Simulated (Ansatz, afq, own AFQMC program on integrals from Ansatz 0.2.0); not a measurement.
# BNH2 (triplet): quantum Monte Carlo beside coupled cluster at distance B1–N2 = 3.663 Å, cc-pVDZ

Aim: compute BNH2 (triplet) with auxiliary-field quantum Monte Carlo on the same integrals as coupled cluster, and set the energies side by side.

The runs use Ansatz 0.2.0, Gaussian basis, and an in-house AFQMC program (afq) on its integrals; all values are calculated; cc-pVDZ, frozen cores.

Plan: PBE (unrestricted); r2SCAN (unrestricted); PBE0 (unrestricted); B3LYP (unrestricted); wB97M-V (unrestricted); B2PLYP (unrestricted); CCSD(T) on UHF; CCSDT(Q) on UHF; Phaseless AFQMC, CISD trial on UHF.

## 1. The system

The geometry derives from a PBE0/def2-TZVP stationary point (not a proven minimum). One bond is set to the value named and the two fragments are kept rigid.

4 atoms, charge 0, spin multiplicity 3.

Atoms are counted from 1 here; the program's logs count them from 0.

Bond lengths: N2–H3 1.012 Å, N2–H4 1.012 Å. Angles: H3–N2–H4 112.4°.

As a file:

```
B     0.0000    0.0000    2.2295
N     0.0000    0.0000   -1.4335
H     0.0000   -0.8409   -1.9969
H     0.0000    0.8409   -1.9969
```

## 2. PBE (unrestricted)

in.yaml reads:

```yaml
crystal:
  periodic: [false, false, false]
  atoms:
    - {symbol: B, position_ang: [0.000000, 0.000000, 2.229539]}
    - {symbol: N, position_ang: [0.000000, 0.000000, -1.433461]}
    - {symbol: H, position_ang: [0.000000, -0.840950, -1.996884]}
    - {symbol: H, position_ang: [0.000000, 0.840950, -1.996884]}
basis:
  gaussian: {orbitals: cc-pVDZ}
magnetization: {spin_polarized: true, initial_magnetization: 2}
hamiltonian: {xc: {name: PBE}}
output: {orbitals: {seedname: orbitals}}
```

Command:

```bash
$ ansatz run in.yaml --threads 1 --pin off --events-out ev --progress --plain --max-ram 1382MiB
```

Output:

```text
Functional definition: PBE
  name "PBE"
  cite "Perdew, Burke & Ernzerhof, Phys. Rev. Lett. 77, 3865 (1996) doi:10.1103/PhysRevLett.77.3865"
  parent pbe
  parameter kappa = 0.804
  parameter beta = 0.06672455060314922
  exchange = pbe_x(kappa = kappa, mu = beta*pi^2/3)
  correlation = pbe_c(beta = beta)
468 factors; their error is unknown
mean field evaluation 1: about -2185.1903 eV, gradient 2.6e1 eV
mean field evaluation 2: about -2135.0322 eV, gradient 8.5e1 eV
mean field evaluation 4: about -2133.7735 eV, gradient 6.8e1 eV
mean field evaluation 8: about -2188.0639 eV, gradient 3.3e-4 eV
mean field evaluation 16: about -2185.8722 eV, gradient 8.7e0 eV
mean field evaluation 32: about -2188.0588 eV, gradient 2.8e-1 eV
mean field evaluation 64: about -2188.0636 eV, gradient 1.7e-2 eV
mean field -2188.06391796 eV, -80.4098658621 hartree, gradient 7.6e-6 eV, S^2 2.005340; 9 other end points of the search recorded, 0 dependent functions left out
reference -2188.06395210 eV, -80.4098671167 hartree; 8, 6 occupied and 30, 32 virtual orbitals, 468 factors
Total energy: -2188.06395210 eV, -80.4098671167 hartree
```

Run time: 6 s. Hardware: 1 thread of Arm Neoverse N1, shared host.

From the report: ⟨S²⟩ of the determinant 2.005 (pure triplet: 2.00).

## 3. r2SCAN (unrestricted)

Changes to in.yaml since step 2:

```diff
@@ -10,3 +10,2 @@
 magnetization: {spin_polarized: true, initial_magnetization: 2}
-hamiltonian: {xc: {name: PBE}}
-output: {orbitals: {seedname: orbitals}}
+hamiltonian: {xc: {name: r2SCAN}}
```

The command is unchanged.

Output, cut to the lines that bear on the results:

```text
Functional definition: r2SCAN
  name "r2SCAN"
  cite "Furness, Kaplan, Ning, Perdew & Sun, J. Phys. Chem. Lett. 11, 8208 (2020) doi:10.1021/acs.jpclett.0c02405"
  cite "Furness, Kaplan, Ning, Perdew & Sun, J. Phys. Chem. Lett. 11, 9248 (2020) doi:10.1021/acs.jpclett.0c03077"
  parent r2scan
[...]
468 factors; their error is unknown
[...]
mean field -2190.00498413 eV, -80.4811987279 hartree, gradient 7.8e-6 eV, S^2 2.010319; 10 other end points of the search recorded, 0 dependent functions left out
reference -2190.00499468 eV, -80.4811991158 hartree; 8, 6 occupied and 30, 32 virtual orbitals, 468 factors
Total energy: -2190.00499468 eV, -80.4811991158 hartree
```

Run time: 15 s. Hardware: 1 thread of Arm Neoverse N1, shared host.

From the report: ⟨S²⟩ of the determinant 2.010 (pure triplet: 2.00).

## 4. PBE0 (unrestricted)

Changes to in.yaml since step 3:

```diff
@@ -10,2 +10,3 @@
 magnetization: {spin_polarized: true, initial_magnetization: 2}
-hamiltonian: {xc: {name: r2SCAN}}
+hamiltonian: {xc: {name: PBE0}}
+output: {orbitals: {seedname: orbitals}}
```

Launched as before.

Output, cut to the lines that bear on the results:

```text
Functional definition: PBE0
  name "PBE0"
  cite "Adamo & Barone, J. Chem. Phys. 110, 6158 (1999) doi:10.1063/1.478522"
  cite "Perdew, Burke & Ernzerhof, Phys. Rev. Lett. 77, 3865 (1996) doi:10.1103/PhysRevLett.77.3865"
  parent pbe
[...]
357 factors; integrals over basis functions are off by at most 1.2e-3 eV
[...]
mean field -2188.54761354 eV, -80.4276413467 hartree, gradient 8.3e-7 eV, S^2 2.006624; 2 other end points of the search recorded, 0 dependent functions left out
reference -2188.54763843 eV, -80.4276422614 hartree; 8, 6 occupied and 30, 32 virtual orbitals, 357 factors
Total energy: -2188.54763843 eV, -80.4276422614 hartree
```

It took 2.7 s on 1 thread of Arm Neoverse N1, shared host.

From the report: ⟨S²⟩ of the determinant 2.007 (pure triplet: 2.00).

## 5. B3LYP (unrestricted)

Changes to in.yaml since step 4:

```diff
@@ -10,3 +10,2 @@
 magnetization: {spin_polarized: true, initial_magnetization: 2}
-hamiltonian: {xc: {name: PBE0}}
-output: {orbitals: {seedname: orbitals}}
+hamiltonian: {xc: {name: B3LYP}}
```

The command is unchanged.

Output, cut to the lines that bear on the results:

```text
Functional definition: B3LYP
  name "B3LYP"
  cite "Stephens, Devlin, Chabalowski & Frisch, J. Phys. Chem. 98, 11623 (1994) doi:10.1021/j100096a001"
  cite "Becke, Phys. Rev. A 38, 3098 (1988) doi:10.1103/PhysRevA.38.3098"
  cite "Lee, Yang & Parr, Phys. Rev. B 37, 785 (1988) doi:10.1103/PhysRevB.37.785"
  cite "Vosko, Wilk & Nusair, Can. J. Phys. 58, 1200 (1980) doi:10.1139/p80-159"
[...]
357 factors; integrals over basis functions are off by at most 1.2e-3 eV
[...]
mean field -2191.56632940 eV, -80.5385771085 hartree, gradient 5.3e-6 eV, S^2 2.005698; 2 other end points of the search recorded, 0 dependent functions left out
reference -2191.56655185 eV, -80.5385852834 hartree; 8, 6 occupied and 30, 32 virtual orbitals, 357 factors
Total energy: -2191.56655185 eV, -80.5385852834 hartree
```

It took 2.5 s on 1 thread of Arm Neoverse N1, shared host.

From the report: ⟨S²⟩ of the determinant 2.006 (pure triplet: 2.00).

## 6. wB97M-V (unrestricted)

Changes to in.yaml since step 5:

```diff
@@ -10,2 +10,3 @@
 magnetization: {spin_polarized: true, initial_magnetization: 2}
-hamiltonian: {xc: {name: B3LYP}}
+hamiltonian: {xc: {name: wB97M-V}}
+output: {orbitals: {seedname: orbitals}}
```

Same command.

Output, cut to the lines that bear on the results:

```text
Functional definition: wB97M-V
  name "wB97M-V"
  cite "Mardirossian & Head-Gordon, J. Chem. Phys. 144, 214110 (2016) doi:10.1063/1.4952647"
  cite "Becke, J. Chem. Phys. 107, 8554 (1997) doi:10.1063/1.475007"
  cite "Vydrov & Van Voorhis, J. Chem. Phys. 133, 244103 (2010) doi:10.1063/1.3521275"
  # Of w^i u^j: cxij and so on, Table III.
[...]
  gx(w, u) = 1 - cx + cx01*u + cx10*w
  gss(w, u) = css00 + css04*u^4 + css10*w + css20*w^2 + css43*w^4*u^3
  gos(w, u) = cos00 + cos10*w + (cos20 + cos21*u)*w^2 + (cos60 + cos61*u)*w^6
[...]
      + integral(e_c_pw_mod_opposite_spin*gos(b97_w_opposite, b97_u_opposite)) + vv10(b, c)
357 factors; integrals over basis functions are off by at most 1.2e-3 eV
116 factors; integrals over basis functions are off by at most 1.2e-5 eV
[...]
mean field -2190.31288460 eV, -80.4925138616 hartree, gradient 8.1e-6 eV, S^2 2.003449; 3 other end points of the search recorded, 0 dependent functions left out
reference -2190.31291976 eV, -80.4925151538 hartree; 8, 6 occupied and 30, 32 virtual orbitals, 357 factors
Total energy: -2190.31291976 eV, -80.4925151538 hartree
```

Wall time 26 s (1 thread of Arm Neoverse N1, shared host).

From the report: ⟨S²⟩ of the determinant 2.003 (pure triplet: 2.00).

## 7. B2PLYP (unrestricted)

Changes to in.yaml since step 6:

```diff
@@ -10,3 +10,3 @@
 magnetization: {spin_polarized: true, initial_magnetization: 2}
-hamiltonian: {xc: {name: wB97M-V}}
-output: {orbitals: {seedname: orbitals}}
+hamiltonian: {xc: {name: B2PLYP}}
+correlation: {electrons: outside_noble_gas}
```

Launched as before.

Output, cut to the lines that bear on the results:

```text
Functional definition: B2PLYP
  name "B2PLYP"
  cite "Grimme, J. Chem. Phys. 124, 034108 (2006) doi:10.1063/1.2148954"
  cite "Becke, Phys. Rev. A 38, 3098 (1988) doi:10.1103/PhysRevA.38.3098"
  cite "Lee, Yang & Parr, Phys. Rev. B 37, 785 (1988) doi:10.1103/PhysRevB.37.785"
[...]
357 factors; integrals over basis functions are off by at most 1.2e-3 eV
[...]
mean field -2187.53115378 eV, -80.3902871394 hartree, gradient 1.1e-7 eV, S^2 2.008804; 4 other end points of the search recorded, 0 dependent functions left out
2 core orbitals not correlated: weight in the atoms' cores, before any rotation towards them, 1.000 or more for the frozen orbitals, at most 0.000 for the correlated occupied ones
reference -2187.53129243 eV, -80.3902922349 hartree; 6, 4 occupied and 30, 32 virtual orbitals, 357 factors
second order -6.01083462 eV of doubles, -0.00000000 eV of singles
Total energy: -2189.15421778 eV, -80.4499336413 hartree
```

Run time: 4.5 s. Hardware: 1 thread of Arm Neoverse N1, shared host.

From the report: ⟨S²⟩ of the determinant 2.009 (pure triplet: 2.00).

## 8. CCSD(T) on UHF

Changes to in.yaml since step 7:

```diff
@@ -10,3 +10,2 @@
 magnetization: {spin_polarized: true, initial_magnetization: 2}
-hamiltonian: {xc: {name: B2PLYP}}
-correlation: {electrons: outside_noble_gas}
+correlation: {method: ccsd_t, electrons: outside_noble_gas, hamiltonian_folder: ham}
```

Launched as before.

Output, cut to the lines that bear on the results:

```text
Functional definition: HF
  name "HF"
  cite "Fock, Z. Phys. 61, 126 (1930) doi:10.1007/BF01340294"
  parent pbe
[...]
357 factors; integrals over basis functions are off by at most 1.2e-3 eV
[...]
mean field -2179.56908331 eV, -80.0976864466 hartree, gradient 2.9e-10 eV, S^2 2.017261; 21 other end points of the search recorded, 0 dependent functions left out
determinant -2179.56908331 eV, -80.0976864466 hartree, with singles and doubles -2185.57659116 eV, -80.3184582880 hartree
determinant -2179.56479271 eV, -80.0975287701 hartree, with singles and doubles -2185.57236551 eV, -80.3183029982 hartree
determinant -2179.42134006 eV, -80.0922569824 hartree, with singles and doubles -2185.43912986 eV, -80.3134066784 hartree
determinant -2177.64817723 eV, -80.0270944503 hartree, with singles and doubles -2183.66545634 eV, -80.2482253789 hartree
[...]
determinant -2177.23878644 eV, -80.0120496163 hartree, with singles and doubles -2181.99112863 eV, -80.1866949705 hartree
determinant -2179.56908331 eV, -80.0976864466 hartree, with singles and doubles -2185.57677593 eV, -80.3184650782 hartree
determinant -2179.56479271 eV, -80.0975287701 hartree, with singles and doubles -2185.57255163 eV, -80.3183098381 hartree
determinant -2179.42134006 eV, -80.0922569824 hartree, with singles and doubles -2185.43905770 eV, -80.3134040267 hartree
2 core orbitals not correlated: weight in the atoms' cores, before any rotation towards them, 1.000 or more for the frozen orbitals, at most 0.000 for the correlated occupied ones
reference -2179.56908331 eV, -80.0976864466 hartree; 6, 4 occupied and 30, 32 virtual orbitals, 357 factors
second order -4.88693079 eV of doubles, -0.00000000 eV of singles
cycle   1  -6.00769084 eV  change    1.8e-6 eV  update   2.0e-6
perturbative correction -0.09287013 eV, -0.0034129142 hartree
Total energy: -2185.66964427 eV, -80.3218779270 hartree
```

Wall time 7.5 s (1 thread of Arm Neoverse N1, shared host).

From the report: ⟨S²⟩ of the determinant 2.017 (pure triplet: 2.00); correlation -6.1006 eV; T1 0.010; largest double amplitude 0.12.

This run also writes the integrals to the folder ham.

## 9. CCSDT(Q) on UHF

Changes to in.yaml since step 8:

```diff
@@ -10,2 +10,2 @@
 magnetization: {spin_polarized: true, initial_magnetization: 2}
-correlation: {method: ccsd_t, electrons: outside_noble_gas, hamiltonian_folder: ham}
+correlation: {method: ccsdt_q, electrons: outside_noble_gas}
```

Launched as before.

Output, cut to the lines that bear on the results:

```text
Functional definition: HF
  name "HF"
  cite "Fock, Z. Phys. 61, 126 (1930) doi:10.1007/BF01340294"
  parent pbe
[...]
668 factors; integrals over basis functions are off by at most 1.6e-7 eV
[...]
mean field -2179.56912946 eV, -80.0976881427 hartree, gradient 3.2e-10 eV, S^2 2.017261; 21 other end points of the search recorded, 0 dependent functions left out
determinant -2179.56912946 eV, -80.0976881427 hartree, with singles and doubles -2185.57662878 eV, -80.3184596705 hartree
determinant -2179.56485010 eV, -80.0975308791 hartree, with singles and doubles -2185.57241445 eV, -80.3183047968 hartree
determinant -2179.42141576 eV, -80.0922597641 hartree, with singles and doubles -2185.43919568 eV, -80.3134090974 hartree
determinant -2177.64822444 eV, -80.0270961851 hartree, with singles and doubles -2183.66549596 eV, -80.2482268349 hartree
[...]
determinant -2177.23885262 eV, -80.0120520481 hartree, with singles and doubles -2181.99118446 eV, -80.1866970220 hartree
determinant -2179.56912946 eV, -80.0976881427 hartree, with singles and doubles -2185.57681333 eV, -80.3184664528 hartree
determinant -2179.56485010 eV, -80.0975308791 hartree, with singles and doubles -2185.57260066 eV, -80.3183116399 hartree
determinant -2179.42141576 eV, -80.0922597641 hartree, with singles and doubles -2185.43912362 eV, -80.3134064494 hartree
2 core orbitals not correlated: weight in the atoms' cores, before any rotation towards them, 1.000 or more for the frozen orbitals, at most 0.000 for the correlated occupied ones
reference -2179.56912946 eV, -80.0976881427 hartree; 6, 4 occupied and 30, 32 virtual orbitals, 668 factors
second order -4.88693951 eV of doubles, -0.00000000 eV of singles
cycle   1  -5.61809811 eV  change   -7.3e-1 eV  update   7.4e-2
[...]
cycle  24  -6.11975283 eV  change   -1.4e-7 eV  update   3.4e-7
perturbative correction -0.00596583 eV, -0.0002192403 hartree
Total energy: -2185.69484812 eV, -80.3228041513 hartree
```

Wall time 29 s (1 thread of Arm Neoverse N1, shared host).

From the report: ⟨S²⟩ of the determinant 2.017 (pure triplet: 2.00); correlation -6.1257 eV; T1 0.010; largest double amplitude 0.12.

## 10. Phaseless AFQMC, CISD trial on UHF

It reads the integrals that the CCSD(T) run on this determinant wrote.

Command:

```bash
$ afq ham --method phaseless --trial cisd --walkers 60 --populations 1 --least-time 40 --time-step 0.005 --steps-per-block 50 --equilibration-blocks 40 --max-blocks 300 --target-error 0.00076 --factor-cut 1e-05 --start spin_pure --seed 7755 --release-times 0.24,0.51,0.99,1.62,2.4 --release-step 0.03 --release-every 4 --taylor-order 6
```

Output:

```text
orbitals 36  electrons 6 4  factors 245 of 357
reference energy -80.09768645 Eh
CCSD correlation -0.22077832 Eh in 14 cycles, weight of the determinant in the CISD state 0.8865
energy of the start -80.318021 Eh
 block  time / (1/Eh)  mean weight  energy / Eh
     1     0.250  1.0005  -80.315677
     2     0.500  0.9997  -80.317169
     3     0.750  0.9998  -80.320088
     4     1.000  1.0016  -80.319913
     5     1.250  0.9986  -80.318973
     6     1.500  0.9994  -80.320271
     7     1.750  1.0010  -80.324024
     8     2.000  0.9989  -80.324725
     9     2.250  0.9968  -80.324931
    10     2.500  1.0002  -80.321729
    11     2.750  0.9993  -80.333360
    16     4.000  0.9982  -80.318655
    21     5.250  1.0012  -80.323071
    26     6.500  1.0014  -80.317308
    31     7.750  0.9982  -80.320660
    36     9.000  0.9975  -80.322621
    41    10.250  1.0013  -80.326442
    46    11.500  0.9992  -80.320255
    51    12.750  0.9984  -80.318119
    56    14.000  1.0032  -80.324992
    61    15.250  1.0007  -80.323720
    66    16.500  1.0006  -80.319015
    71    17.750  0.9932  -80.318569
    76    19.000  1.0011  -80.321412
    81    20.250  0.9995  -80.329453
    86    21.500  0.9987  -80.318810
    91    22.750  1.0011  -80.318233
    96    24.000  0.9998  -80.320200
   101    25.250  0.9997  -80.321322
   106    26.500  0.9992  -80.329208
   111    27.750  1.0000  -80.321292
   116    29.000  1.0017  -80.323494
   121    30.250  1.0026  -80.321606
   126    31.500  0.9987  -80.318802
   131    32.750  1.0012  -80.319662
   136    34.000  1.0020  -80.324673
   141    35.250  1.0007  -80.320542
   146    36.500  0.9985  -80.320934
   151    37.750  1.0026  -80.318283
   156    39.000  1.0011  -80.324492
   161    40.250  0.9990  -80.319284
   166    41.500  0.9977  -80.317125
   171    42.750  0.9998  -80.316435
   176    44.000  1.0016  -80.317253
   181    45.250  0.9964  -80.320305
   186    46.500  1.0026  -80.328840
   191    47.750  0.9970  -80.322184
   196    49.000  1.0004  -80.320959
blocks merged  error / Eh  count
     1  0.000275  160
     2  0.000329  80
     4  0.000384  40
     8  0.000374  20
    16  0.000273  10
released: time / (1/Eh)  energy / Eh  error  mean overlap
  0.24  -80.321916  0.000389  1.0014
  0.51  -80.321891  0.000392  1.0194
  0.99  -80.322624  0.000385  1.0342
  1.62  -80.322827  0.000492  1.0131
  2.40  -80.323303  0.000593  0.9742
energy -80.322171 +/- 0.000384 Eh
```

Wall time 5.9 min (1 thread of Arm Neoverse N1, shared host).

Energy -2185.6776 ± 0.0104 eV. Caveats: constraint bias not in the error.

## 11. All levels side by side

On the UHF determinant, counted from CCSDT(Q) (a yardstick, not exact):

```
                                              level  energy (eV)  from CCSDT(Q) (kcal/mol)  statistical error (kcal/mol)     time
                                                 HF   -2179.5691                   +141.26                                       
                                                MP2   -2184.4560                    +28.57                                       
                                               CCSD   -2185.5768                     +2.72                                       
                                            CCSD(T)   -2185.6696                     +0.58                                       
                                           CCSDT(Q)   -2185.6948                      0.00                                       
Phaseless AFQMC, CISD trial, step 0.005, 60 walkers   -2185.6776                     +0.40                          0.24  5.9 min
```

The functionals' totals stand on their own zeros and serve differences with other points: PBE -2188.064 eV; r2SCAN -2190.005 eV; PBE0 -2188.548 eV; B3LYP -2191.567 eV; wB97M-V -2190.313 eV; B2PLYP -2189.154 eV.

## 12. Results

| quantity | value |
| --- | --- |
| CCSD(T) on UHF from CCSDT(Q) | +0.58 kcal/mol |
| Phaseless AFQMC, CISD trial on UHF from CCSDT(Q) | +0.40 ± 0.24 kcal/mol |

What this shows: On UHF the phaseless walk with the CISD trial lies +0.40 kcal/mol from CCSDT(Q), within three error bars. Error bars are statistical and leave out the constraint, the time step and what remains of the start.
